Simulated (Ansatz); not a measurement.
# C4H5NS: the cost of one run

Computed with Ansatz 0.2.0 (the levels named in each step, unless a step's input says otherwise).

## Step 1: The structure to begin with

Bond lengths: C1–C2 1.489 Å, C2–C3 1.362 Å, C3–S4 1.721 Å, S4–C5 1.737 Å, C2–N6 1.361 Å, C5–N6 1.278 Å, C1–H7 1.086 Å, C1–H8 1.090 Å, C1–H9 1.087 Å, C3–H10 1.071 Å, C5–H11 1.072 Å. Angles (14 of 17 angles, heavy atoms first): C1–C2–C3 126.4°, C1–C2–N6 119.5°, C3–C2–N6 114.0°, C2–C3–S4 110.9°, C3–S4–C5 87.8°, S4–C5–N6 115.1°, C2–N6–C5 112.1°, C2–C1–H7 110.6°, C2–C1–H8 109.7°, C2–C1–H9 109.8°, C2–C3–H10 128.7°, S4–C3–H10 120.4°, S4–C5–H11 120.8°, N6–C5–H11 124.1°.

As a file:

```xyz
11

C    -2.4987   -0.2342    0.0203
C    -1.0142   -0.1247    0.0046
C    -0.2857    1.0169    0.1499
S     1.4006    0.6841    0.0669
C     0.9917   -0.9886   -0.1613
N    -0.2608   -1.2447   -0.1703
H    -2.9518    0.7409    0.1726
H    -2.8461   -0.6516   -0.9250
H    -2.8096   -0.9068    0.8151
H    -0.6334    2.0190    0.2977
H     1.7572   -1.7283   -0.2846
```

## Step 2: A rough first relaxation, PBE-D4/def2-SVP

This run stands in another session on the same molecule. It ended at:

```xyz
11

C    -2.5105   -0.2306    0.0200
C    -1.0145   -0.1307    0.0026
C    -0.2749    1.0319    0.1520
S     1.4183    0.6882    0.0682
C     1.0198   -1.0007   -0.1634
N    -0.2585   -1.2711   -0.1756
H    -2.9837    0.7570    0.1748
H    -2.8832   -0.6557   -0.9346
H    -2.8454   -0.9140    0.8274
H    -0.6360    2.0562    0.3030
H     1.8175   -1.7484   -0.2885
```

## Step 3: Relaxation, r2SCAN-D4/def2-TZVPP

input.yaml

```yaml
crystal:
  periodic: [false, false, false]
  atoms:
    - { symbol: C, position_ang: [-2.51050981, -0.23060912, 0.02003163] }
    - { symbol: C, position_ang: [-1.01446786, -0.13071439, 0.00260773] }
    - { symbol: C, position_ang: [-0.27485267, 1.03189455, 0.15201171] }
    - { symbol: S, position_ang: [1.41828148, 0.68818877, 0.06819061] }
    - { symbol: C, position_ang: [1.01983401, -1.00072735, -0.16344623] }
    - { symbol: "N", position_ang: [-0.25849471, -1.27110271, -0.17562028] }
    - { symbol: H, position_ang: [-2.98366518, 0.75703617, 0.17483199] }
    - { symbol: H, position_ang: [-2.88319148, -0.65566587, -0.93462231] }
    - { symbol: H, position_ang: [-2.84535981, -0.91400248, 0.82735054] }
    - { symbol: H, position_ang: [-0.63600039, 2.05617757, 0.30301458] }
    - { symbol: H, position_ang: [1.81750641, -1.74840514, -0.28850995] }
basis:
  gaussian: { orbitals: def2-TZVPP }
hamiltonian:
  xc: r2scan
  dispersion: d4
relax:
  f_tol: 0.002
  max_steps: 150
```

Started as:

```bash
$ ansatz run input.yaml --threads 4 --pin off --max-ram 10240MiB --backend cpu --events-out ev --progress --plain --runs-dir out
```

Q: Estimate wall time and peak memory on 4 threads of Intel Xeon at 2.50GHz (Skylake/Cascade Lake), shared host.

About 83 s, with a peak of 0.42 GiB.
